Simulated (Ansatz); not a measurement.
A CCSD(T) single point on `Nc1ncco1`.

```yaml
crystal:
  periodic: [false, false, false]
  atoms:
    - {symbol: N, position_ang: [-0.604127, -1.728178, -0.735109]}
    - {symbol: C, position_ang: [-0.253931, -0.533656, -0.183059]}
    - {symbol: N, position_ang: [-0.877860, 0.132328, 0.731086]}
    - {symbol: C, position_ang: [-0.133947, 1.294649, 0.851581]}
    - {symbol: C, position_ang: [0.906894, 1.258674, 0.003344]}
    - {symbol: O, position_ang: [0.838447, 0.066413, -0.681274]}
    - {symbol: H, position_ang: [0.153143, -2.275712, -1.108527]}
    - {symbol: H, position_ang: [-1.267618, -2.246844, -0.184627]}
    - {symbol: H, position_ang: [-0.405345, 2.071307, 1.548536]}
    - {symbol: H, position_ang: [1.727344, 1.909719, -0.239051]}
basis:
  gaussian: {orbitals: def2-TZVPP}
correlation: {method: ccsd_t}
```

```sh
$ ansatz run in.yaml --threads 4 --pin off --events-out ev --progress --plain --max-ram 10444MiB
```

The program prints (abridged):

```
Functional definition: HF
1500 factors; integrals over basis functions are off by at most 9.4e-4 eV
mean field evaluation 1: about -8153.4556 eV, gradient 4.2e1 eV
mean field evaluation 2: about -8153.8756 eV, gradient 4.2e1 eV
mean field evaluation 4: about -8157.8689 eV, gradient 5.2e0 eV
mean field evaluation 8: about -8157.9553 eV, gradient 4.0e-1 eV
mean field -8157.95617274 eV, -299.7993596871 hartree, gradient 2.0e-6 eV, S^2 0.000000; 0 other end points of the search recorded, 0 dependent functions left out
6 core orbitals not correlated: weight in the atoms' cores, before any rotation towards them, 1.000 or more for the frozen orbitals, at most 0.000 for the correlated occupied ones
reference -8157.95617274 eV, -299.7993596871 hartree; 16, 16 occupied and 220, 220 virtual orbitals, 1500 factors
second order -29.96722529 eV of doubles, -0.00000000 eV of singles
cycle   1  -29.39300780 eV  change    5.7e-1 eV  update   1.3e-1
cycle   2  -30.15870323 eV  change   -7.7e-1 eV  update   3.9e-2
cycle   3  -30.33182591 eV  change   -1.7e-1 eV  update   1.9e-2
cycle   4  -30.31001190 eV  change    2.2e-2 eV  update   5.1e-3
cycle   5  -30.30871212 eV  change    1.3e-3 eV  update   2.7e-3
cycle   6  -30.31022337 eV  change   -1.5e-3 eV  update   8.7e-4
cycle   7  -30.30951417 eV  change    7.1e-4 eV  update   4.3e-4
cycle   8  -30.30940416 eV  change    1.1e-4 eV  update   1.3e-4
cycle   9  -30.30947025 eV  change   -6.6e-5 eV  update   5.0e-5
cycle  10  -30.30947373 eV  change   -3.5e-6 eV  update   1.4e-5
perturbative correction -1.46424366 eV, -0.0538099620 hartree
Total energy: -8189.72989014 eV, -300.9670222642 hartree
```

Hardware: 4 threads of an Arm Neoverse V1 on a shared host. Wall time 3.1 min, peak host memory 5.2 GiB.

The correlation energy is -31.774 eV, 4.6 % of it from (T); the T1 diagnostic reads 0.0143.
